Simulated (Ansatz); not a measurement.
A rate constant, worked out

An elementary step of CH$_{5}$BO, closed shell (CH₅BO ([CH3][BH][OH]) → CH₃BO ([CH3][B][O]) + H₂; B–H, O–H broken or loosened, H–H formed or tightened). The start structure is the reactant molecule, and the electronic barrier above it is 2.569 eV by CCSD(T) at an estimated basis limit (MP2 extrapolated from triple and quadruple zeta, plus CCSD(T) − MP2 in triple zeta). Computed with Ansatz 0.2.0 (basis: def2-TZVPP and def2-QZVPP); correlated methods freeze the cores. Extrapolation: Hartree–Fock as exp(−7.88 √X), correlation as X^−2.97. Harmonic wavenumbers at PBE0-D4/def2-TZVP (Ansatz 0.2.0), in cm⁻¹:

Start: 109, 386, 546, 770, 795, 929, 992, 1069, 1194, 1308, 1398, 1452, 1468, 2546, 3037, 3096, 3137, 3888.

Saddle: 1698i, 141, 387, 408, 787, 850, 970, 1018, 1048, 1315, 1440, 1443, 1681, 1987, 2267, 3049, 3125, 3140.

(1) Work out the transition-state-theory rate constant at 400 K from these numbers alone (harmonic vibrations; rotation, path degeneracy and anharmonicity left out), and the Wigner tunnelling factor. Use 1 cm⁻¹ = 1.2398 × 10⁻⁴ eV and k_B = 8.617 × 10⁻⁵ eV/K.

No T1 diagnostic of these runs exceeds 0.017.

Answers

(1) Zero-point energies, half the sums: start 28120/2 cm⁻¹ = 1.7432 eV; saddle, real modes only, 25056/2 cm⁻¹ = 1.5533 eV.
Barrier with zero-point energy: 2.569 + 1.5533 − 1.7432 = 2.3791 eV.
k_BT = 0.03447 eV, so the barrier is 69.02 k_BT.
Vibrational partition functions from the zero-point level, ln q = −Σ ln(1 − exp(−hν/k_BT)): start 1.814, saddle 1.682.
k = (k_BT/h) exp(ln q‡ − ln q) exp(−E0/k_BT), with log₁₀(k_BT/h in s⁻¹) = 12.92: log₁₀ k = 12.92 + (-0.132 − 69.02)/2.3026 = -17.11, so k ≈ 8 × 10^(-18) s⁻¹.
Wigner factor: 1 + (hν‡/k_BT)²/24 = 1 + (6.11)²/24 = 2.55, too large for this simple formula to be trusted. A change of 1 kcal/mol (0.043 eV) in the barrier would change k by a factor of 3.5 at this temperature.

Labels in which every atom is bracketed show which atoms are joined, not bond orders.

For scale, one of the runs: CCSD(T)/def2-TZVPP, 163 basis functions, launched by `ansatz run in.yaml --threads 2 --pin off --events-out ev --progress --plain --max-ram 4352MiB`. Time: 20 s of wall clock on 2 CPU threads of an Arm Neoverse V2; the host was shared. Peak host memory: 1.3 GiB.
